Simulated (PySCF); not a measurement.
**Curvature of the energy in the electron number along the third row, charge -1**

Calculated with PySCF 2.14, in def2-TZVPPD, non-relativistic: one orbital is emptied in steps, and each cell gives the departure of E from the straight line at half an electron, in eV (from a cubic fit). The exact functional gives zero.

```json
{"species": "Al-", "orbital": "3p alpha", "LDA": "-0.66", "PBE": "-0.64", "r2SCAN": "-0.59", "PBE0": "-0.45", "BHandHLYP": "-0.28", "LC-wPBE": "0.06", "wB97X": "0.03", "UHF": "0.11"}
{"species": "Si-", "orbital": "3p alpha", "LDA": "-0.80", "PBE": "-0.78", "r2SCAN": "-0.70", "PBE0": "-0.54", "BHandHLYP": "-0.32", "LC-wPBE": "0.06", "wB97X": "0.00", "UHF": "0.16"}
{"species": "P-", "orbital": "3p beta", "LDA": "-0.86", "PBE": "-0.82", "r2SCAN": "-0.74", "PBE0": "-0.55", "BHandHLYP": "-0.35", "LC-wPBE": "0.08", "wB97X": "-0.06", "UHF": "0.22"}
{"species": "Cl-", "orbital": "3p beta", "LDA": "-1.05", "PBE": "-1.00", "r2SCAN": "-0.91", "PBE0": "-0.67", "BHandHLYP": "-0.35", "LC-wPBE": "0.02", "wB97X": "-0.07", "UHF": "0.36"}
```

**Question.** How does the mean departure depend on the functional?

**Answer.** LDA -0.84 eV; PBE -0.81 eV; r2SCAN -0.74 eV; PBE0 -0.55 eV; BHandHLYP -0.32 eV; LC-wPBE 0.06 eV; wB97X -0.02 eV; UHF 0.21 eV. Semilocal functionals are convex (delocalisation error), Hartree-Fock is concave or straight, and exact exchange removes curvature roughly in proportion to its share, so among the functionals the range-separated hybrids usually come closest to zero.

At the full anion the orbital energy is positive in some cells, where the basis helps to hold the electron.
